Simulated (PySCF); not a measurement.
## C5H8: core ionisation energies

Species: cyclopentene, C5H8.
Bonds: C1–C2 (double), C2–C3, C3–C4, C4–C5, C1–C5. Hydrogens: H6 on C1; H7 on C2; H8, H9 on C3; H10, H11 on C4; H12, H13 on C5.

Computed with delta-SCF UKS SCAN, pcX-2 on the ionised atom, pcseg-1 elsewhere, spin-free X2C in PySCF. These are vertical core ionisation energies against the vacuum level, from separate self-consistent calculations with and without the core hole.

Task: Give the core binding energies atom by atom.

Result: 
| atom(s) | bonded to | level | binding energy (eV) | above the level's lowest (eV) | count |
| --- | --- | --- | --- | --- | --- |
| C1/C2 | C (double bond), C and H | C 1s | 289.94 | 0.00 | 2 |
| C3/C5 | 2 C and 2 H | C 1s | 290.45 | +0.51 | 2 |
| C4 | 2 C and 2 H | C 1s | 290.43 | +0.49 | 1 |

Lowest listed C 1s: C1/C2, bonded to C (double bond), C and H. Highest, 0.51 eV above it: C3/C5, bonded to 2 C and 2 H. The widest gap between neighbouring values is 0.49 eV, between 289.94 and 290.43 eV. The values 290.43 and 290.45 eV lie too close for their order to be trusted.

Task: Which photon energy gives electrons from C 1s of C1/C2 a kinetic energy of 150 eV, and what is their de Broglie wavelength?

Result: hν = 289.94 + 150 = 439.94 eV, recoil neglected; λ = 12.264 Å/√(E/eV) = 1.00 Å.

The first atom of each set that the bonding makes equivalent was ionised and stands for the set. Geometry: GFN2-xTB, one conformer, isolated molecule.
